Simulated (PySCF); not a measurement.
# formamide: full NMR table

* Formula: CH3NO
* SMILES: NC=O
* InChI: InChI=1S/CH3NO/c2-1-3/h1H,(H2,2,3)
* Point group of the computed structure: Cs
* Degrees of unsaturation: 1
* Carbon signals: 1
* Proton signals: 3

Molfile (atoms numbered from 1):
```
CH3NO
     RDKit          3D

  6  5  0  0  0  0  0  0  0  0999 V2000
   -0.6804   -0.0528    0.0628 N   0  0  0  0  0  0  0  0  0  0  0  0
    0.6554    0.0513   -0.0700 C   0  0  0  0  0  0  0  0  0  0  0  0
    1.4143   -0.8789   -0.1149 O   0  0  0  0  0  0  0  0  0  0  0  0
   -1.0893   -0.9712    0.1314 H   0  0  0  0  0  0  0  0  0  0  0  0
   -1.2826    0.7488    0.1034 H   0  0  0  0  0  0  0  0  0  0  0  0
    0.9858    1.1048   -0.1343 H   0  0  0  0  0  0  0  0  0  0  0  0
  1  2  1  0
  2  3  2  0
  1  4  1  0
  1  5  1  0
  2  6  1  0
M  END
```

Single conformer, no solvent model, non-relativistic Hamiltonian. PBE0/pcSseg-1 with gauge-including orbitals; J: B3LYP/pcJ-1; geometry from GFN2-xTB; PySCF 2.14.0 with density-fitted response routines.

δ = σ(ref) − σ, references computed at the same level: 1H and 13C vs TMS; NH3 for 15N; 17O vs H2O.

| carbon | δC, type | δH (multiplicity, J in Hz) | HMBC from (abs. J ≥ 3 Hz) | span of the C tensor (ppm) |
| --- | --- | --- | --- | --- |
| C2 | 159.7, CH | 8.11 (m) | – | 172 |

Other nuclei:
```tsv
atoms	nucleus	environment	δ (ppm)	σ (ppm)
H5	1H	hydrogen on an amide-type nitrogen	4.65	27.07
H4	1H	hydrogen on an amide-type nitrogen	4.59	27.13
N1	15N	amide-type nitrogen	117.6	150.2
O3	17O	amide-type carbonyl oxygen	431.8	-95.7
```

Selected couplings (Hz, signed; the shortest-range and largest first, 30 at most; isotopes 13C, 1H, 15N): 1J(C2,H6) 191.0, 1J(N1,C2) -16.8, 2J(N1,H6) -22.0.

- δC 159.7: amide carbonyl carbon; it is a carbonyl in resonance with an O or N lone pair, the region of acids, esters and amides.
- δH 8.11: hydrogen on an amide carbonyl carbon.
- δH 4.65, 4.59: hydrogen on an amide-type nitrogen; exchangeable; this is the value without hydrogen bonding to other molecules.

Exchangeable OH/NH protons stand at their gas-phase positions; hydrogen bonding in a real sample shifts them, mostly to higher δ. Rotation about the amide-type C–N bond is slow at room temperature, so the two groups on nitrogen are listed apart. Amide-type NH protons are broadened by 14N but still split neighbouring CH signals. Multiplet labels drop couplings under 1 Hz and merge nearly equal ones. Shifts are as computed. Against solution values, carbons near 30 ppm lie about +3 ppm off and those near 130 ppm about +5 ppm. Of 1211 compounds with measured shifts, 218 miss one by over three times the rms of a fit or turn the order of signals round; such compounds aren't used in these exercises. Hydrogen bonding in solution shields acid and N–H amide carbonyl oxygens by tens of ppm. Hydrogen bonding in solution deshields acid and N–H amide carbonyl carbons by as much as 10 ppm beyond these values. Unscaled 17O shifts of doubly bonded oxygen tend to come out too high, by tens of ppm or more. Experimental scales use liquid or dissolved standards, which lie at an offset from isolated NH3 (liquid NH3: subtract about 20 ppm) and H2O (liquid H2O: subtract about 36 ppm). Only one conformer was computed, so three-bond couplings in flexible chains and rings are approximate.
